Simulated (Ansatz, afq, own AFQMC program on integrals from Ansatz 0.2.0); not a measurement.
# BH3, singlet: AFQMC among the cluster methods

```xyz
4

B     0.0000    0.0000    0.0000
H     1.1934    0.0146   -0.0003
H    -0.6093    1.0262   -0.0028
H    -0.5841   -1.0408    0.0031
```

Basis cc-pVDZ. Noble-gas cores (and the filled d shells of Ga–Kr and In–Xe) are frozen. Ansatz 0.2.0 and our own AFQMC program on the same integrals; the CISD trial comes from CCSD amplitudes, and released means the phaseless constraint is let go. Free AFQMC starts from the CCSD state and is never constrained. Its projection time is finite, and what remains of the start isn't in its error. Error bars are statistical, one sigma.

Determinant: RHF, the one that the program's search chose, which needn't be the lowest solution. The geometry is a point of a scan.

Full CI on the same integrals is exact in this basis and with this determinant's frozen core.

Cautions: the ph-AFQMC/CISD walk drifts between its halves (2.6 errors).

- T1 diagnostic: 0.0049
- weight of the determinant in the CISD state: 0.944
- size of the correlated space: 6 electrons in 28 orbitals

```tsv
level	correlation energy (eV)
MP2	-2.5054
CCSD	-3.1598
CCSD(T)	-3.2011
```

Q: Estimate where phaseless AFQMC with the Hartree–Fock trial lies against CCSD(T) on the same integrals.

A: 4.7 ± 1.3 kJ/mol below CCSD(T).

Reference: full CI, correlation energy -3.212 eV. The released energy is read at 2.40 1/Eh (meV from the phaseless value at times in 1/Eh: -1.1 ± 0.9 at 0.24, -0.9 ± 0.6 at 0.51, 0.4 ± 0.6 at 0.99, -0.4 ± 0.7 at 1.62, 0.4 ± 0.5 at 2.40).

| level | E − E(reference) (kJ/mol) | share of correlation (%) |
| --- | --- | --- |
| CCSD(T) | 1.0 | 99.67 |
| CCSDT | 0.1 | 99.96 |
| CCSDT(Q) | 0.0 | 99.99 |
| CCSDTQ | 0.0 | 100.00 |
| ph-AFQMC/HF | -3.7 ± 1.3 | 101.18 |
| ph-AFQMC/CISD | -0.1 ± 0.08 | 100.02 |
| released AFQMC | 0.0 ± 0.05 | 100.01 |
| free AFQMC | -0.1 ± 0.07 | 100.03 |

CCSDT and higher add their correlation energy to the determinant of the CCSD(T) run, since their own runs factorise the integrals more tightly (a shift of under 2 meV). Free projections are given only where their last times agree within the noise and don't stop above the reference; a slow remainder of the start can still hide under it. A walk keeps the symmetry of its determinant, which the program's search chose and which needn't be the lowest solution, so a lower state of the same spin and another symmetry isn't excluded. Released energies are given only where the last usable release times agree within the noise; a slower fall can still hide under it.
